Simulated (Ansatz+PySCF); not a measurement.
singlet AlH: levels of theory in one basis

```xyz
2

Al    0.0000    0.0000   -0.1191
H     0.0000    0.0000    1.5486
```

Basis set: def2-SVP (spherical functions). Correlated methods keep 5 orbitals frozen. Charge 0, multiplicity 1.

Computed with Ansatz (development build ahead of 0.2.0); each method stands on the lowest determinant of its kind that the runs found. NEVPT2 correlates all electrons. Active spaces start from the frontier orbitals, and the lowest solution found is given.

```tsv
method	E − E(RHF) (eV)	<S²> of the determinant
RHF	0.00	0.00
UHF	0.00	0.09
RHF-MP2	-1.36	–
UHF-MP2	-1.31	0.09
RHF-CCSD	-1.92	–
UHF-CCSD	-1.92	0.09
RHF-CCSD(T)	-1.94	–
full CI (lowest root of this spin)	-1.95	–
CASSCF(4,5)	-1.15	–
SC-NEVPT2(4,5)	-1.86	–
SC-NEVPT2(2,2)	-1.63	–
```

Question: What does CASSCF(2,2) give on the same scale?

Answer: -0.43 eV.

Question: Is a single determinant a sound starting point here?

Answer: Only with care. Unrestricted orbitals gain 0.00 eV and <S²> is 0.09 against 0.00 for a pure state, but some CASSCF occupations are a tenth or more from whole numbers. The CASSCF(4,5) natural occupations are 1.98, 1.88, 0.06, 0.06, 0.02. The CASSCF(2,2) natural occupations are 1.92, 0.08.

Caution for UHF, UHF-MP2, UHF-CCSD: the determinant breaks the point group. Caution for UHF-MP2: another reference gives a lower total.
